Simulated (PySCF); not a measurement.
Species: C4H6O.
Atom-mapped SMILES: `[CH:1]1=[CH:2][CH2:3][O:4][CH2:5]1` (hydrogens: H6 on C1; H7 on C2; H8, H9 on C3; H10, H11 on C5)

Linear response at PBE0/aug-cc-pVTZ (PySCF, frozen core in the response, non-relativistic). Isolated species at its PBE0-D3(BJ)/def2-TZVP geometry, gas phase.

Static isotropic polarisability: 50.91 au (7.54 Å³), principal values 40.3, 49.2, 63.3 au.

**Question.** What is the polarisability at 1064 nm and at the sodium D line?

**Answer.** 51.37 au at 1064 nm (+0.9 %), 52.45 au at 589.3 nm (+3.0 %). The rise at 589.3 nm is 3.40 times that at 1064 nm; a pure ω² law gives 3.26. The lowest singlet lies at 217 nm, shorter than both wavelengths.

**Question.** What is the isotropic C6 coefficient between two such molecules, C6 = (3/π)∫α(iω)² dω?

**Answer.** 1103 au (Eh·bohr⁶) by a ten-point quadrature over imaginary frequencies, which is 659 eV·Å⁶ or 63.6 J·nm⁶/mol.

**Question.** Which effective excitation energy ω̄ makes London's formula C6 = (3/4)α²ω̄ exact here?

**Answer.** ω̄ = 4·C6/(3α²) = 0.567 Eh = 15.4 eV. A one-pole form α(ω) = α/(1 − ω²/ω̄²) fitted to the 1064 nm value gives 12.4 eV.

**Question.** How anisotropic is the static polarisability, by Δα² = ½[(α1 − α2)² + (α2 − α3)² + (α3 − α1)²]?

**Answer.** Δα = 20.1 au, or 0.39 of the isotropic value.

**Question.** What three-body coefficient follows from the one-pole estimate C9 = (3/4)·α·C6?

**Answer.** 42100 au. This is an estimate from the two numbers above, not a computed integral.

**Question.** What n − 1 at the D line would an ideal gas of it have at 273.15 K and 1 atm (2.6868 × 10¹⁹ cm⁻³), by n − 1 = 2π·N·α′?

**Answer.** 13.12 × 10⁻⁴, a formal value whether or not that pressure can be reached.

**Question.** The lowest 10 singlets have (eV, f): 5.72, 0.002; 5.94, 0.078; 6.28, 0.000; 6.41, 0.018; 6.47, 0.008; 6.92, 0.011; 6.98, 0.000; 7.08, 0.031; 7.13, 0.018; 7.35, 0.001. What share of the static polarisability do they carry in the sum over states α = Σ f/ω²?

**Answer.** 3.05 au, 6.0 % of α; the largest term, 1.63 au, is that of the state at 5.94 eV. Their oscillator strengths add up to 0.17. Higher states carry the rest.

**Question.** What molar refraction at the D line follows from R = (4π/3)·N_A·α′, with α′ the polarisability volume?

**Answer.** α′ = 7.77 Å³ gives R = 19.60 cm³/mol, for isolated, non-vibrating species.

**Question.** How many electrons N does the Slater–Kirkwood formula C6 = (3/4)·√N·α^(3/2) need to give this C6?

**Answer.** N = (4·C6/3)²/α³ = 16.4; the species has 38 electrons in all.
